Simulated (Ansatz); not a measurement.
A nudged elastic band was laid between two geometries of AlFH2 (4 atoms, charge 0, multiplicity 1).

Method: RHF/def2-TZVP in Ansatz 0.2.0.

```
movable images  : 5
climbing image  : yes
spring          : 50.0 eV/Å²
optimiser       : quadratic models (default)
start path      : through a guess of the saddle point
force threshold : 0.05 eV/Å
iteration limit : 60
end points      : relaxed
```

Initial state:

```xyz
4
Properties=species:S:1:pos:R:3
Al 0.402 0.000 0.186
F 0.445 0.000 1.815
H 1.773 0.000 -0.572
H -1.008 0.000 -0.498
```

Final state:

```xyz
4
Properties=species:S:1:pos:R:3
Al -0.446 0.000 -1.226
F 1.390 0.000 1.190
H 2.278 0.000 1.034
H -1.609 0.000 -0.067
```

Task: Which bonds break or form, and what moves?

Result: Bonds broken: Al1–F2, Al1–H3. Bonds formed: F2–H3. AlFH2 becomes AlH + FH.

Task: What energy profile does the band end with?

Result: The run converged. The highest image is number 3 of 0 to 6, 100.6 kcal/mol above the first end and 29.7 kcal/mol above the last; the last end lies 70.8 kcal/mol above the first. Neighbouring images differ by up to 2.1 eV, so the band resolves the path poorly. Another band between the same ends (5 images) ends at a top of the same energy, where a vibrational analysis finds 1 clearly imaginary mode. The orbitals stay closed-shell, which can raise the energy where a bond breaks towards radicals; this wasn't checked here.

```json
{"image": "0", "path coordinate (Å)": "0.00", "energy (kcal/mol)": "0.0", "Al1–F2 (Å)": "1.63", "Al1–H3 (Å)": "1.57", "F2–H3 (Å)": "2.73"}
{"image": "1", "path coordinate (Å)": "0.48", "energy (kcal/mol)": "11.9", "Al1–F2 (Å)": "1.63", "Al1–H3 (Å)": "1.55", "F2–H3 (Å)": "2.27"}
{"image": "2", "path coordinate (Å)": "0.96", "energy (kcal/mol)": "52.9", "Al1–F2 (Å)": "1.68", "Al1–H3 (Å)": "1.58", "F2–H3 (Å)": "1.74"}
{"image": "3", "path coordinate (Å)": "1.45", "energy (kcal/mol)": "100.6", "Al1–F2 (Å)": "1.85", "Al1–H3 (Å)": "1.72", "F2–H3 (Å)": "1.19"}
{"image": "4", "path coordinate (Å)": "1.94", "energy (kcal/mol)": "78.0", "Al1–F2 (Å)": "2.26", "Al1–H3 (Å)": "2.21", "F2–H3 (Å)": "0.92"}
{"image": "5", "path coordinate (Å)": "2.44", "energy (kcal/mol)": "71.7", "Al1–F2 (Å)": "2.68", "Al1–H3 (Å)": "2.88", "F2–H3 (Å)": "0.90"}
{"image": "6", "path coordinate (Å)": "2.94", "energy (kcal/mol)": "70.8", "Al1–F2 (Å)": "3.03", "Al1–H3 (Å)": "3.54", "F2–H3 (Å)": "0.90"}
```

Task: What is the geometry of the highest image?

Result: 
```xyz
4
Properties=species:S:1:pos:R:3
Al 0.248 0.000 -0.401
F 0.951 0.000 1.306
H 1.754 0.000 0.429
H -1.341 0.000 -0.403
```

The band took 8 iterations and about 12 core-seconds.

Run time: 6.6 s on 2 threads of Intel(R) Xeon(R) 6975P-C (Granite Rapids) (shared host), peak memory 0.13 GiB.
